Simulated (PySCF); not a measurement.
Computed with TPSSh-D3(BJ)/def2-TZVP // PBE0-D3(BJ)/def2-TZVP in PySCF. Gas-phase values, no solvent. 

Reference species (SMILES): `[CH3]` (neutral, multiplicity 2).

```yaml
highest_occupied_spin_orbital: -6.06 eV
```

Changed species: `O=C[S]` (radical fragment; the reference has radical fragment).

Task: Give the shifts of the highest occupied spin orbital.

Result: the highest occupied spin orbital decreases by 1.18 eV, to -7.24 eV.
